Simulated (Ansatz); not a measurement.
This script drives Ansatz 0.2.0 through its Python package.

The script, `ts_h5si2.py`:
```python
"""Inversion barrier of H5Si2: minimum and transition state."""

import itertools

import ansatz as az
from ase.data import atomic_numbers, covalent_radii
import numpy as np

geometry = (
    az.Crystal.molecule()
    .atom("Si", (-0.1518, -1.4123, -0.2125))
    .atom("Si", (0.3437, 0.8553, -0.0729))
    .atom("H", (-0.0597, -2.0598, 1.0674))
    .atom("H", (-1.5319, -1.5416, -0.6818))
    .atom("H", (0.1938, 1.5086, -1.4148))
    .atom("H", (-0.524, 1.5708, 0.9101))
    .atom("H", (1.7911, 1.011, 0.3589))
)

job = (
    geometry.calculation()
    .basis(gaussian="def2-TZVP")
    .correlation("mp2")
    .spin("collinear", total=1)
)
symbols = [site.symbol for site in geometry.cartesian_sites]
start = np.array([site.position_ang for site in geometry.cartesian_sites], dtype=float)
report = job.relax(force_tolerance=0.005).run(threads=1, pin="off").report
end = np.array(report["positions_ang"])

# start with the apex atom pushed most of the way into the plane of its neighbours
a, b, d = end[[1, 2, 3]]
normal = np.cross(b - a, d - a)
normal /= np.linalg.norm(normal)
flat = end.copy()
flat[0] -= 0.8 * ((end[0] - a) @ normal) * normal
guess = np.zeros_like(flat)
guess[0] = normal
near = az.Crystal.molecule()
for symbol, place in zip(symbols, flat):
    near = near.atom(symbol, place.tolist())
search = (
    near.calculation()
    .basis(gaussian="def2-TZVP")
    .correlation("mp2")
    .spin("collinear", total=1)
    .saddle(mode_guess=guess.tolist(), force_tolerance=0.01, max_steps=40)
)
steps = []
top = search.session().plan().execute(on_event=lambda e: steps.append(e["data"]) if e["event"] == "saddle_step" else None).report
for s in steps:
    print(f"step {s['step']:2d}  E = {s['lagrangian_ev']:.5f} eV  force {s['allowed_force_max_ev_ang']:.4f} eV/A  curvature {s['curvature_ev_ang2']:.3f} eV/A^2")
print(f"minimum {report['free_energy_ev']:.5f} eV, saddle {top['free_energy_ev']:.5f} eV")
print(f"electronic barrier {(top['free_energy_ev'] - report['free_energy_ev']):.2f} eV")
saddle = np.array(top["positions_ang"])
# pairs closer than 1.2 times the sum of covalent radii, before or after
radius = [covalent_radii[atomic_numbers[s]] for s in symbols]
span = lambda where, i, j: np.linalg.norm(where[i] - where[j])
bonded = [(i, j) for i, j in itertools.combinations(range(len(symbols)), 2) if min(span(end, i, j), span(saddle, i, j)) < 1.2 * (radius[i] + radius[j])]
print("pair        before    after (A)")
for i, j in bonded:
    print(f"{symbols[i]}{i}-{symbols[j]}{j}".ljust(10), f"{span(end, i, j):8.4f} {span(saddle, i, j):8.4f}")
for first, second in list(itertools.combinations(bonded, 2)):
    shared = set(first) & set(second)
    if shared and symbols[(j := shared.pop())] != "H":
        i, k = sorted((set(first) | set(second)) - {j})
        u, v = saddle[i] - saddle[j], saddle[k] - saddle[j]
        angle = np.degrees(np.arccos(np.clip(u @ v / np.linalg.norm(u) / np.linalg.norm(v), -1, 1)))
        print(f"final angle {symbols[i]}{i}-{symbols[j]}{j}-{symbols[k]}{k}: {angle:.2f} deg")
```

It is started by `python ts_h5si2.py`. How long does it take on 1 thread of Arm Neoverse V1, with other jobs on the host, and how much memory does it need?

It took about 3.5 min, with a peak of 0.33 GiB, for 2 runs of the engine.

```console
$ python ts_h5si2.py
step  1  E = -15808.72543 eV  force 1.1257 eV/A  curvature -5.184 eV/A^2
step  2  E = -15808.81855 eV  force 0.4534 eV/A  curvature -3.956 eV/A^2
step  3  E = -15808.84991 eV  force 0.3576 eV/A  curvature -2.409 eV/A^2
step  4  E = -15808.85709 eV  force 0.0719 eV/A  curvature -3.030 eV/A^2
step  5  E = -15808.85823 eV  force 0.0206 eV/A  curvature -3.034 eV/A^2
step  6  E = -15808.85827 eV  force 0.0079 eV/A  curvature -3.053 eV/A^2
step  7  E = -15808.85828 eV  force 0.0003 eV/A  curvature -3.069 eV/A^2
minimum -15808.98811 eV, saddle -15808.85828 eV
electronic barrier 0.13 eV
pair        before    after (A)
Si0-Si1      2.3350   2.3111
Si0-H2       1.4800   1.4706
Si0-H3       1.4799   1.4706
Si1-H4       1.4790   1.4788
Si1-H5       1.4810   1.4793
Si1-H6       1.4790   1.4788
final angle Si1-Si0-H2: 122.26 deg
final angle Si1-Si0-H3: 122.24 deg
final angle Si0-Si1-H4: 108.72 deg
final angle Si0-Si1-H5: 112.68 deg
final angle Si0-Si1-H6: 108.75 deg
final angle H2-Si0-H3: 115.33 deg
final angle H4-Si1-H5: 108.41 deg
final angle H4-Si1-H6: 109.87 deg
final angle H5-Si1-H6: 108.40 deg
```

What to keep in mind:
- Total energies depend on the basis set; only differences at equal settings carry meaning.
- The energies are electronic: no zero-point or thermal terms, and the basis set is short of its limit. No separate frequency run checks the order of the saddle point.
- The run takes the species as open-shell (spin multiplicity 2), which needn't be its ground state.
